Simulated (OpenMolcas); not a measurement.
**CH3OS (SMILES C[S]=O): levels of theory compared**

Wanted: a comparison of 5 runs (UHF/STO-3G, UB3LYP/6-31G*, UPBE0/6-31G**, UPBE0/def2-SVP, UTPSS/pcseg-1) of CH3OS. 

The calculation is run with OpenMolcas 26.06.

2 further runs of the same task are left out: 2 set aside as unsound or not needed.

## Step 1: The structure to begin with

The species is CH3OS (6 atoms), meant as a doublet with charge 0. As SMILES, `C[S]=O`. The coordinates come from a GFN2-xTB relaxation.

Bond lengths: C1–S2 1.833 Å, S2–O3 1.473 Å, C1–H4 1.084 Å, C1–H5 1.085 Å, C1–H6 1.086 Å. Angles: C1–S2–O3 106.0°, S2–C1–H4 107.6°, S2–C1–H5 109.0°, S2–C1–H6 109.0°, H4–C1–H5 110.7°, H4–C1–H6 110.7°, H5–C1–H6 109.7°.

## Step 2: Energy and forces at UHF/STO-3G (run 1)

calc.inp reads:

```
&GATEWAY
  BasLib = $CurrDir
  Coord
  6
  bohr
  C     -0.47097644     0.86054348    -0.38752614
  S     -0.34049085    -2.13801724     1.34062840
  O      2.30229113    -2.99831506     1.18442364
  H     -2.40150175     1.53882288    -0.30454826
  H      0.80759336     2.19843178     0.49739481
  H      0.10308456     0.53855305    -2.33037246
  Basis = STO-3G
  Group = NoSym

&SEWARD

&SCF
  UHF
  Spin = 2
  Thresholds = 1e-10 1e-07 1e-07 1e-05
  PrOrbitals = 1

&ALASKA
```

The basis set STO-3G is read from a file made from the Basis Set Exchange's data (not shown).

The run is started by

```bash
$ export MOLCAS_MEM=1860
$ pymolcas calc.inp > calc.log
```

The log of the run:

```text
--- Start Module: gateway ---
[...]
--- Stop Module: gateway /rc=_RC_ALL_IS_WELL_ ---
[...]
      Basis functions           22
[...]
--- Start Module: scf ---
[...]
       Convergence after  18 Iterations
[...]
::    Total SCF energy                               -506.1018000827
[...]
      Total spin, S                                     0.5015135228
[...]
      Total electronic charge=   33.000000
      Total            charge=   -0.000000
[...]
      Dipole Moment (debye):
      Origin of the operator (angstrom)=    0.1578   -0.8542    0.4621
                   X= -8.6373E-01               Y=  1.0177E+00               Z= -3.8146E-01           Total=  1.3882E+00
      Quadrupole Moment (debye*angstrom):
[...]
--- Stop Module: scf /rc=_RC_ALL_IS_WELL_ ---
--- Start Module: alaska ---
[...]
 *              Molecular gradients               *
 **************************************************
  Irreducible representation: a
 ------------------------------------------------------------------------------------------
                              X                       Y                       Z
 ------------------------------------------------------------------------------------------
  C1               -1.63379045124421E-02    1.90746767626981E-02   -7.13960919241918E-03
  S2                2.24882010766791E-01   -6.55604886856729E-02   -1.77610333160390E-02
  O3               -2.12904586979482E-01    5.98790308801469E-02    1.81188881516232E-02
  H4               -1.15765799383993E-03   -1.45710059213244E-03    1.15256998193888E-03
  H5                3.04630736463052E-03   -5.28874890785636E-03    3.99633890141682E-03
  H6                2.47183135437734E-03   -6.64736945717015E-03    1.63284547347331E-03
 ------------------------------------------------------------------------------------------
[...]
```

Run time: 1.8 s. Hardware: 1 thread of Arm Neoverse V2, shared host; peak memory 0.37 GiB.

## Step 3: Energy and forces at UB3LYP/6-31G(d) (spherical functions) (run 2)

job.input reads:

```
&GATEWAY
BASLIB
$CurrDir
COORD
6
angstrom
C       -0.249230       0.455380      -0.205070
S       -0.180180      -1.131390       0.709430
O        1.218320      -1.586640       0.626770
H       -1.270820       0.814310      -0.161160
H        0.427360       1.163360       0.263210
H        0.054550       0.284990      -1.233180
BASIS
6-31Gs
GROUP
NoSym
&SEWARD
GRIDINPUT
Grid=UltraFine
End of Grid
&SCF
UHF
SPIN
2
KSDFT
B3LYP
THRESHOLDS
1e-10 1e-07 1e-07 1e-05
PRORBITALS
1 1
&ALASKA
```

The basis set 6-31G* is read from a file made from the Basis Set Exchange's data (not shown).

The run is started by

```bash
$ export MOLCAS_MEM=1860
$ pymolcas job.input > job.log
```

The log of the run:

```text
--- Start Module: gateway ---
[...]
--- Stop Module: gateway /rc=_RC_ALL_IS_WELL_ ---
[...]
      Basis functions           52
[...]
--- Start Module: scf ---
[...]
       Convergence after  17 Iterations
[...]
::    Total KS-DFT energy                            -513.2650348540
[...]
      Total spin, S                                     0.5017553064
[...]
      Total electronic charge=   33.000000
      Total            charge=   -0.000000
[...]
      Dipole Moment (debye):
      Origin of the operator (angstrom)=    0.1578   -0.8542    0.4621
                   X= -1.8634E+00               Y=  1.9249E+00               Z= -6.6383E-01           Total=  2.7601E+00
      Quadrupole Moment (debye*angstrom):
[...]
--- Stop Module: scf /rc=_RC_ALL_IS_WELL_ ---
[...]
--- Start Module: alaska ---
[...]
 *              Molecular gradients               *
 **************************************************
  Irreducible representation: a
 ------------------------------------------------------------------------------------------
                              X                       Y                       Z
 ------------------------------------------------------------------------------------------
  C1               -2.94293642032706E-04    6.47368418583127E-03   -3.74255113036570E-03
  S2                5.19700036370807E-02   -1.83228618266082E-02   -2.22892322837698E-03
  O3               -5.44590766049708E-02    1.99038230801838E-02    1.93679050796744E-03
  H4                6.46428998622328E-03   -4.01896276251557E-03    7.51594710847389E-04
  H5               -2.84118862086480E-03   -4.37365646860099E-03   -2.34945519506091E-03
  H6               -8.39734755520127E-04    3.37973791715962E-04    5.63254433499560E-03
 ------------------------------------------------------------------------------------------
[...]
```

Run time: 20 s. Hardware: 1 thread of Arm Neoverse V2, shared host; peak memory 0.38 GiB.

Runs 3 to 4 aren't shown in full; the table further down has their settings and results.

## Step 4: Energy and gradient at UTPSS/pcseg-1 (run 5)

struct.xyz reads:

```xyz
6

C     -0.249230     0.455380    -0.205070
S     -0.180180    -1.131390     0.709430
O      1.218320    -1.586640     0.626770
H     -1.270820     0.814310    -0.161160
H      0.427360     1.163360     0.263210
H      0.054550     0.284990    -1.233180
```

mol.input reads:

```
&GATEWAY
 BasLib
 $CurrDir
 Coord
 struct.xyz
 Basis
 pcseg-1
 Group
 NoSym

&SEWARD
 GridInput
 Grid=UltraFine
 End of Grid

&SCF
 UHF
 Spin
 2
 KSDFT
 2
 1.0 MGGA_X_TPSS
 1.0 MGGA_C_TPSS
 Thresholds
 1e-10 1e-07 1e-07 1e-05
 PrOrbitals
 1 2

&ALASKA
```

The basis set pcseg-1 is read from a file made from the Basis Set Exchange's data (not shown).

The run is started by

```bash
$ export MOLCAS_MEM=1860
$ pymolcas mol.input > mol.log
```

The log of the run:

```text
--- Start Module: gateway ---
[...]
--- Stop Module: gateway /rc=_RC_ALL_IS_WELL_ ---
[...]
      Basis functions           61
[...]
--- Start Module: scf ---
[...]
       Convergence after  17 Iterations
[...]
::    Total KS-DFT energy                            -513.2753180067
[...]
      Total spin, S                                     0.5014218632
[...]
      Total electronic charge=   33.000000
      Total            charge=   -0.000000
[...]
      Dipole Moment (debye):
      Origin of the operator (angstrom)=    0.1578   -0.8542    0.4621
                   X= -1.8904E+00               Y=  1.8970E+00               Z= -6.4070E-01           Total=  2.7537E+00
      Quadrupole Moment (debye*angstrom):
[...]
--- Stop Module: scf /rc=_RC_ALL_IS_WELL_ ---
[...]
--- Start Module: alaska ---
[...]
 *              Molecular gradients               *
 **************************************************
  Irreducible representation: a
 ------------------------------------------------------------------------------------------
                              X                       Y                       Z
 ------------------------------------------------------------------------------------------
  C1                1.68677069944945E-05    1.80630988498578E-02   -1.06165094314461E-02
  S2                9.95552477990707E-02   -1.71329326052176E-02   -1.48370035636267E-02
  O3               -1.03528703360357E-01    3.64467205080237E-02    4.50264650988075E-03
  H4                4.28860986895678E-02   -1.59084112425305E-02   -1.34608781232581E-03
  H5               -2.71689160693138E-02   -2.88822380424132E-02   -1.97468658890325E-02
  H6               -1.17605947659014E-02    7.41376253224302E-03    4.20438201865849E-02
 ------------------------------------------------------------------------------------------
[...]
```

Wall time 36 s (1 thread of Arm Neoverse V2, shared host); peak memory 0.4 GiB.

## Step 5: The series

| run | level | integration grid | energy (Eh) | dipole moment (D) | HOMO energy (eV) | LUMO energy (eV) | wall time |
| --- | --- | --- | --- | --- | --- | --- | --- |
| 1 | UHF/STO-3G | – | -506.101800 | 1.39 | -6.99 | 9.38 | 1.8 s |
| 2 | UB3LYP/6-31G* (spherical functions) | UltraFine | -513.265035 | 2.76 | -6.12 | -2.69 | 20 s |
| 3 | UPBE0/6-31G** (spherical functions) | UltraFine | -512.986094 | 2.79 | -6.46 | -2.42 | 22 s |
| 4 | UPBE0/def2-SVP | UltraFine | -512.787598 | 2.84 | -6.53 | -2.47 | 21 s |
| 5 | UTPSS/pcseg-1 | UltraFine | -513.275318 | 2.75 | -5.29 | -3.69 | 36 s |

## Step 6: Results

| quantity | value |
| --- | --- |
| run 5: total energy | -513.27532 Eh |
| run 5: dipole moment | 2.75 D |
| run 5: HOMO energy (highest over α and β) | -5.29 eV |
| run 5: LUMO energy (lowest over α and β) | -3.69 eV |
| run 5: ⟨S²⟩ | 0.753 |

The dipole moment (its size) runs from 1.39 D (UHF/STO-3G) to 2.84 D (UPBE0/def2-SVP). The two ends differ in method and basis. Totals of different functionals can't be ranked against each other. In run 1 the basis is minimal, so the values are rough. All runs together took 1.7 min, the longest 36 s.
